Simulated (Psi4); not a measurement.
# SiPH3F− (SMILES F[SiH-]P) at 4 levels

Aim: a comparison of 4 runs (HF/STO-3G, BLYP/6-31+G*, AQCC/cc-pwCVDZ, FNO-MP3/cc-pwCVDZ) of SiPH3F−. 

Program for the calculation: Psi4 1.11.

1 further run of the same task is left out (set aside as unsound or not needed).

**1. The molecule**

SiPH3F− has 6 atoms, charge -1, and is taken as a singlet. SMILES: `F[SiH-]P`. Geometry: relaxed at GFN2-xTB. This is one conformer, not always the lowest.

Bond lengths: F1–Si2 1.693 Å, Si2–P3 2.254 Å, Si2–H4 1.511 Å, P3–H5 1.375 Å, P3–H6 1.378 Å. Angles: F1–Si2–P3 103.0°, F1–Si2–H4 93.4°, P3–Si2–H4 95.0°, Si2–P3–H5 89.3°, Si2–P3–H6 94.1°, H5–P3–H6 91.4°.

**2. A single-point energy at HF/STO-3G (run 1)**

fh3psi.xyz reads:

```xyz
6
FH3PSi
F     -1.456900    -1.503930     0.661640
Si    -0.794380    -0.477720    -0.510070
P      0.796600     0.637220     0.633420
H      0.142930    -1.538260    -1.038220
H      1.290210     1.120130    -0.555580
H      0.021550     1.762560     0.808810
```

job.py reads:

```python
import psi4

psi4.set_memory(1600000000)
psi4.set_num_threads(1)
psi4.core.set_output_file('psi4.out', False)

with open('fh3psi.xyz') as f:
    atoms = ''.join(f.readlines()[2:])
geom = psi4.geometry('-1 1\n' + atoms + 'symmetry c1\nno_reorient\nno_com')

psi4.set_options({
    'puream': True,
    'e_convergence': 1e-09,
    'd_convergence': 1e-08,
    'scf_type': 'pk',
})

energy_value, wavefunction = psi4.energy('scf/STO-3G', molecule=geom, return_wfn=True)
print(f'total energy {energy_value:.8f} hartree = {energy_value * 27.211386:.5f} eV')
```

Launch:

```sh
python job.py
```

psi4.out:

```text
[...]
  Running in c1 symmetry.
[...]
  Nuclear repulsion =  141.611045252067555
[...]
  Multiplicity = 1
[...]
  Nalpha       = 21
  Nbeta        = 21
[...]
    Number of basis functions: 26
[...]
   @RHF iter   1:  -722.07559203106734   -2.00980e+00   7.50002e-03 DIIS/ADIIS
[...]
   @RHF iter  10:  -722.12348157745248   -9.09495e-13   1.62309e-09 DIIS
[...]
  @RHF Final Energy:  -722.12348157745248
   => Energetics <=
    Nuclear Repulsion Energy =            141.6110452520675551
    One-Electron Energy =               -1304.0149081686172394
    Two-Electron Energy =                 440.2803813390972891
    Total Energy =                       -722.1234815774524805
[...]
 Multipole Moments:
 ------------------------------------------------------------------------------------
     Multipole            Electronic (a.u.)      Nuclear  (a.u.)        Total (a.u.)
 ------------------------------------------------------------------------------------
 L = 1.  Multiply by 2.5417464519 to convert [e a0] to [Debye]
 Dipole X            :         21.1571662          -20.4652237            0.6919425
 Dipole Y            :         18.4676971          -17.6136081            0.8540890
 Dipole Z            :        -14.2101454           14.2298078            0.0196624
 Magnitude           :                                                    1.0993812
[...]
```

Standard output:

```text
total energy -722.12348158 hartree = -19649.98080 eV
```

Run time: 1.9 s. Hardware: 1 thread of Intel Xeon Platinum 8375C at 2.90GHz (Ice Lake), shared host; peak memory 0.18 GiB.

**3. Energy and gradient at BLYP/6-31+G(d) (spherical functions) (run 2)**

fh3psi.py reads:

```python
import psi4

psi4.set_memory(1600000000)
psi4.set_num_threads(1)
psi4.set_output_file('psi4.out', False)

molecule = psi4.geometry("""
-1 1
F     -2.75314199    -2.84201581     1.25031839
Si    -1.50116064    -0.90275996    -0.96389260
P      1.50535583     1.20417128     1.19699032
H      0.27009855    -2.90689011    -1.96195146
H      2.43814354     2.11673892    -1.04989404
H      0.04072360     3.33075568     1.52842939
units bohr
symmetry c1
""")

options = {'basis': '6-31+G*', 'puream': True, 'e_convergence': 1e-09, 'd_convergence': 1e-08, 'scf_type': 'pk', 'dft_radial_points': 99, 'dft_spherical_points': 590}
psi4.set_options(options)

e_tot, wfn = psi4.gradient("blyp", return_wfn=True)
psi4.oeprop(wfn, "MAYER_INDICES", "WIBERG_LOWDIN_INDICES", "LOWDIN_CHARGES")
print('gradient / Eh bohr^-1')
print(e_tot.np.round(6))
print(f'energy = {wfn.energy():.10f} Eh')
```

Launch:

```sh
python fh3psi.py
```

psi4.out:

```text
[...]
  Running in c1 symmetry.
[...]
  Nuclear repulsion =  141.611045440840684
[...]
  Multiplicity = 1
[...]
  Nalpha       = 21
  Nbeta        = 21
[...]
    Number of basis functions: 68
[...]
   @RKS iter   1:  -732.24358709277453   -1.92937e-01   9.24189e-03 ADIIS/DIIS
[...]
   @RKS iter  13:  -732.49662650496975   -1.81899e-12   1.67698e-09 DIIS
[...]
  @RKS Final Energy:  -732.49662650496975
   => Energetics <=
    Nuclear Repulsion Energy =            141.6110454408406838
    One-Electron Energy =               -1305.0324039179199644
    Two-Electron Energy =                 486.8628484232287974
    DFT Exchange-Correlation Energy =     -55.9381164511192210
    Empirical Dispersion Energy =           0.0000000000000000
    VV10 Nonlocal Energy =                  0.0000000000000000
    Total Energy =                       -732.4966265049697540
[...]
  -Total Gradient:
     Atom            X                  Y                   Z
    ------   -----------------  -----------------  -----------------
       1        0.010209589876     0.011553543426    -0.020065372640
       2        0.027275273981    -0.001322243584     0.029551488981
       3       -0.022734490215     0.017186549293    -0.035586021199
       4       -0.013767984089     0.006817633046     0.007533464540
       5       -0.013800964410    -0.010121442525     0.025163165681
       6        0.012800667950    -0.024058453224    -0.006627489724
[...]
```

Standard output:

```text
gradient / Eh bohr^-1
[[ 0.01021   0.011554 -0.020065]
 [ 0.027275 -0.001322  0.029551]
 [-0.022734  0.017187 -0.035586]
 [-0.013768  0.006818  0.007533]
 [-0.013801 -0.010121  0.025163]
 [ 0.012801 -0.024058 -0.006627]]
energy = -732.4966265050 Eh
```

It took 15 s on 1 thread of Intel Xeon Platinum 8375C at 2.90GHz (Ice Lake), shared host; peak memory 0.84 GiB.

Run 3 isn't shown in full; the table further down has it.

**4. A single-point energy at FNO-MP3/cc-pwCVDZ (run 4)**

job.py reads:

```python
import psi4

psi4.set_memory(1600000000)
psi4.set_num_threads(1)
psi4.set_output_file('fh3psi.out', False)

molecule = psi4.geometry("""
-1 1
F     -1.456900    -1.503930     0.661640
Si    -0.794380    -0.477720    -0.510070
P      0.796600     0.637220     0.633420
H      0.142930    -1.538260    -1.038220
H      1.290210     1.120130    -0.555580
H      0.021550     1.762560     0.808810
units angstrom
""")

psi4.set_options({
    'scf_type': 'direct',
    'freeze_core': True,
    'df_scf_guess': False,
    'mp_type': 'conv',
})

energy_value = psi4.energy('fno-mp3/cc-pwCVDZ', molecule=molecule)
print(f'total energy {energy_value:.8f} hartree = {energy_value * 27.211386:.5f} eV')
for k, v in sorted(psi4.core.scalar_variables().items()):
    print(f'{k:45s} {v:18.10f}')
```

Launch:

```sh
python job.py
```

fh3psi.out:

```text
[...]
  Running in c1 symmetry.
[...]
  Nuclear repulsion =  141.611045252067555
[...]
  Multiplicity = 1
[...]
  Nalpha       = 21
  Nbeta        = 21
[...]
    Number of basis functions: 87
[...]
   @RHF iter   1:  -730.81015837438144   -7.17563e-01   4.91083e-03 ADIIS/DIIS
[...]
   @RHF iter  12:  -730.89360465407253   -5.91172e-12   5.40031e-09 DIIS
[...]
  @RHF Final Energy:  -730.89360465407253
   => Energetics <=
    Nuclear Repulsion Energy =            141.6110452520675551
    One-Electron Energy =               -1305.9784142831597364
    Two-Electron Energy =                 433.4737643770196769
    Total Energy =                       -730.8936046540725329
[...]
 Multipole Moments:
 ------------------------------------------------------------------------------------
     Multipole            Electronic (a.u.)      Nuclear  (a.u.)        Total (a.u.)
 ------------------------------------------------------------------------------------
 L = 1.  Multiply by 2.5417464519 to convert [e a0] to [Debye]
 Dipole X            :         -1.8257874            2.2727521            0.4469647
 Dipole Y            :         -1.8724060            2.3323137            0.4599078
 Dipole Z            :          2.5598645           -2.1593276            0.4005369
 Magnitude           :                                                    0.7561233
[...]
      * MP2 total energy:                   -731.317484755378
[...]
      * MP2 total energy:                   -731.317484755378
[...]
      * MP3 total energy:                   -731.347520316545
[...]
```

Standard output:

```text
total energy -731.34752032 hartree = -19900.97968 eV
CURRENT CORRELATION ENERGY                         -0.4539156625
CURRENT ENERGY                                   -731.3475203165
CURRENT REFERENCE ENERGY                         -730.8936046541
DD SOLVATION ENERGY                                 0.0000000000
HF KINETIC ENERGY                                 731.1776755584
HF POTENTIAL ENERGY                             -1462.0712802124
HF TOTAL ENERGY                                  -730.8936046541
HF VIRIAL RATIO                                     1.9996114885
MP2 CORRELATION ENERGY                             -0.4238801013
MP2 DOUBLES ENERGY                                 -0.4238801013
MP2 OPPOSITE-SPIN CORRELATION ENERGY               -0.3236853224
MP2 SAME-SPIN CORRELATION ENERGY                   -0.1001947789
MP2 SINGLES ENERGY                                  0.0000000000
MP2 TOTAL ENERGY                                 -731.3174847554
MP2.5 CORRELATION ENERGY                           -0.4388978819
MP2.5 DOUBLES ENERGY                               -0.4388978819
MP2.5 OPPOSITE-SPIN CORRELATION ENERGY             -0.3410571476
MP2.5 SAME-SPIN CORRELATION ENERGY                 -0.0978407343
MP2.5 SINGLES ENERGY                                0.0000000000
MP2.5 TOTAL ENERGY                               -731.3325025360
MP3 CORRELATION ENERGY                             -0.4539156625
MP3 DOUBLES ENERGY                                 -0.4539156625
MP3 OPPOSITE-SPIN CORRELATION ENERGY               -0.3584289727
MP3 SAME-SPIN CORRELATION ENERGY                   -0.0954866898
MP3 SINGLES ENERGY                                  0.0000000000
MP3 TOTAL ENERGY                                 -731.3475203165
NUCLEAR REPULSION ENERGY                          141.6110452521
ONE-ELECTRON ENERGY                             -1305.9784142832
PCM POLARIZATION ENERGY                             0.0000000000
PE ENERGY                                           0.0000000000
SCF ITERATION ENERGY                             -730.8936046541
SCF ITERATIONS                                     12.0000000000
SCF TOTAL ENERGY                                 -730.8936046541
TWO-ELECTRON ENERGY                               433.4737643770
```

Run time: 57 s. Hardware: 1 thread of Intel Xeon Platinum 8375C at 2.90GHz (Ice Lake), shared host; peak memory 0.62 GiB.

**5. Overview of the runs**

```
run                               level      task         integration grid  energy (Eh)  HOMO energy (eV)  LUMO energy (eV)  HOMO–LUMO gap (eV)  wall time
  1                           HF/STO-3G    energy                        –  -722.123482              2.89             19.07               16.18      1.9 s
  2  BLYP/6-31+G* (spherical functions)  gradient  99 radial × 590 angular  -732.496627              0.93              3.27                2.34       15 s
  3    AQCC/cc-pwCVDZ (density fitting)    energy                        –  -731.351345             -1.72              9.22               10.94       11 s
  4                   FNO-MP3/cc-pwCVDZ    energy                        –  -731.347520             -1.72              9.22               10.94       57 s
```

**6. What came out**

| quantity | value |
| --- | --- |
| run 4: total energy | -731.34752 Eh |
| run 4: HOMO energy (Hartree–Fock orbitals) | -1.72 eV |
| run 4: LUMO energy (Hartree–Fock orbitals) | 9.22 eV |
| run 4: HOMO–LUMO gap (to an unbound level, set by the basis) | 10.94 eV |
| run 4: correlation energy (11 core orbitals frozen) | -453.9 mEh |

What this shows: In runs 1, 2 the HOMO lies above zero, so the outermost electron may be held by the basis alone. In run 1 the basis is minimal, so the values are rough. All runs together took 85 s, the longest 57 s.
